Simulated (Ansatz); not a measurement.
Born–Oppenheimer molecular dynamics of ClH5NSi (8 atoms, charge 0, multiplicity 2). It starts at the highest image of a converged band, a first-order saddle point between two minima.

The calculation used UKS PBE0-D4/6-31G* in Ansatz.

```
ensemble                      : NVE (velocity Verlet)
time step                     : 0.5 fs
steps asked                   : 200
starting velocities drawn for : 100 K
seed                          : 5582
```

First frame:

```xyz
8
Properties=species:S:1:pos:R:3
Si -0.132 -0.044 0.006
Cl 0.128 -0.092 2.436
H 1.253 0.132 -0.507
H -0.995 1.142 -0.246
N -0.835 -1.401 -0.791
H -1.823 -1.587 -0.675
H -0.312 -2.266 -0.850
H 0.333 -0.015 3.913
```

**Question.** How far do the bonds stretch over the last three quarters of this one trajectory? (Pairs bonded in most of those frames.)

**Answer.** 
```tsv
bond	mean (Å)	spread (Å)	shortest	longest
Si1–Cl2	2.141	0.139	1.90	2.32
Si1–H3	1.481	0.016	1.46	1.51
Si1–H4	1.481	0.007	1.47	1.49
Si1–N5	1.708	0.030	1.66	1.76
N5–H6	1.013	0.012	0.99	1.03
N5–H7	1.012	0.009	1.00	1.03
```

Mean temperature of the second half: 833 K. The conserved energy stayed within 0.056 meV per atom of its start (net change 0.0084 meV per atom), so the integration is sound. The kinetic energy rose, since the run started high on the potential surface and went downhill. It ends in pieces (ClH4NSi + H), so much of that is their flight and rotation, not heat. A run of 0.1 ps of so small a system gives no equilibrium averages.

Time of the run: 5 min on 1 thread of AMD EPYC 9R45 96-Core Processor (Zen 5), with other jobs on the host, peak memory 0.18 GiB.
